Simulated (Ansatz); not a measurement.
# AlF2 (SMILES [F][Al][F]): UCCSD(T)/STO-3G

What is the vertical doublet–quartet gap of AlF2 at UCCSD(T)/STO-3G? 

Program for the calculation: Ansatz 0.2.0.

### 1 Starting point

AlF2 has 3 atoms, charge 0, and is taken as a doublet. SMILES: `[F][Al][F]`. Geometry: relaxed at PBE0-D4/def2-TZVP.

Bond lengths: F1–Al2 1.647 Å, Al2–F3 1.647 Å. Angles: F1–Al2–F3 119.7°.

### 2 The energy at UCCSD(T)/STO-3G

The input, in.yaml:

```yaml
crystal:
  periodic: [false, false, false]
  atoms:
    - symbol: F
      position_ang: [0.533000, -1.361200, 0.136400]
    - symbol: Al
      position_ang: [0.388700, 0.275400, 0.245200]
    - symbol: F
      position_ang: [-0.932500, 1.021000, -0.394800]
basis:
  gaussian:
    orbitals: STO-3G
magnetization:
  spin_polarized: true
  initial_magnetization: 1
correlation:
  method: ccsd_t
  frozen_orbitals: {Al: 5, F: 1}
accuracy: high
scf:
  omitted_lower_state_checks: [cluster_reference, increment]
```

Started as:

```bash
$ ansatz run in.yaml --threads 1 --pin off --max-ram 2610MiB --events-out events.jsonl --progress --plain --runs-dir runs
```

The program printed, cut to the lines that bear on the results:

```text
Warning: RAYON_NUM_THREADS=1 ignored (pool sized by the plan → 1); use --threads N
Functional definition: HF
  name "HF"
[...]
332 factors; integrals over basis functions are off by at most 2.8e-8 eV
[...]
mean field -11839.74995153 eV, -435.1027854479 hartree, gradient 4.1e-8 eV, S^2 0.758481; 0 other end points of the search recorded, 0 dependent functions left out
7 core orbitals not correlated: weight in the atoms' cores, before any rotation towards them, 1.000 or more for the frozen orbitals, at most 0.000 for the correlated occupied ones
reference -11839.74995153 eV, -435.1027854479 hartree; 9, 8 occupied and 3, 4 virtual orbitals, 332 factors
second order -1.36626671 eV of doubles, -0.00000000 eV of singles
cycle   1  -1.42136764 eV  change   -5.5e-2 eV  update   8.8e-2
[...]
cycle  21  -1.65410495 eV  change   -1.2e-9 eV  update   2.0e-9
perturbative correction -0.18213047 eV, -0.0066931712 hartree
Total energy: -11841.58618694 eV, -435.1702658546 hartree
Checks for a lower state left out: cluster_reference, increment
```

Run time: 0.36 s. Hardware: 1 thread of Arm Neoverse V1, shared host.

### 3 The quartet, same level

The input, molecule.yaml:

```yaml
crystal:
  periodic: [false, false, false]
  atoms:
    - symbol: F
      position_ang: [0.533000, -1.361200, 0.136400]
    - symbol: Al
      position_ang: [0.388700, 0.275400, 0.245200]
    - symbol: F
      position_ang: [-0.932500, 1.021000, -0.394800]
basis:
  gaussian:
    orbitals: STO-3G
magnetization:
  spin_polarized: true
  initial_magnetization: 3
correlation:
  method: ccsd_t
  frozen_orbitals: {Al: 5, F: 1}
accuracy: high
scf:
  omitted_lower_state_checks: [cluster_reference, increment]
```

Started as:

```bash
$ ansatz run molecule.yaml --threads 1 --pin off --max-ram 2610MiB --events-out events.jsonl --progress --plain --runs-dir runs
```

The program printed, cut to the lines that bear on the results:

```text
Warning: RAYON_NUM_THREADS=1 ignored (pool sized by the plan → 1); use --threads N
[... 2 set-up lines as earlier in the session ...]
[...]
332 factors; integrals over basis functions are off by at most 2.8e-8 eV
[...]
mean field -11832.24681278 eV, -434.8270501849 hartree, gradient 1.3e-8 eV, S^2 3.751991; 17 other end points of the search recorded, 0 dependent functions left out
7 core orbitals not correlated: weight in the atoms' cores, before any rotation towards them, 1.000 or more for the frozen orbitals, at most 0.000 for the correlated occupied ones
reference -11832.24681278 eV, -434.8270501849 hartree; 10, 7 occupied and 2, 5 virtual orbitals, 332 factors
second order -0.67422121 eV of doubles, -0.00000000 eV of singles
cycle   1  -0.74729080 eV  change   -7.3e-2 eV  update   5.9e-2
[...]
cycle  39  -0.94388700 eV  change   5.5e-10 eV  update  4.0e-10
perturbative correction -0.12823682 eV, -0.0047126161 hartree
Total energy: -11833.31893661 eV, -434.8664500086 hartree
Checks for a lower state left out: cluster_reference, increment
```

Wall time 0.76 s (1 thread of Arm Neoverse V1, shared host).

### 4 What came out

At UCCSD(T)/STO-3G, 7 core orbitals frozen:

| quantity | value |
| --- | --- |
| doublet: total energy | -435.17027 Eh |
| doublet: correlation energy (7 core orbitals frozen) | -67.5 mEh |
| doublet: (T) correction | -6.69 mEh |
| doublet: ⟨S²⟩ of the reference determinant | 0.758 |
| doublet: T1 diagnostic | 0.020 |
| quartet: total energy | -434.86645 Eh |
| quartet: correlation energy (7 core orbitals frozen) | -39.4 mEh |
| quartet: (T) correction | -4.71 mEh |
| quartet: ⟨S²⟩ of the reference determinant | 3.752 |
| quartet: T1 diagnostic | 0.049 |
| vertical energy of the quartet above the doublet | 8.267 eV |

**Reading.** At this shape the quartet lies 8.27 eV (191 kcal/mol) above the doublet. In a minimal basis such a difference can be off by several eV, whatever the method. The triples (doublet) make up 9.9 % of the correlation energy. The T1 diagnostic (quartet) of 0.049 is above the customary mark for such species, so a single reference may not serve. The triples (quartet) make up 12.0 % of the correlation energy.
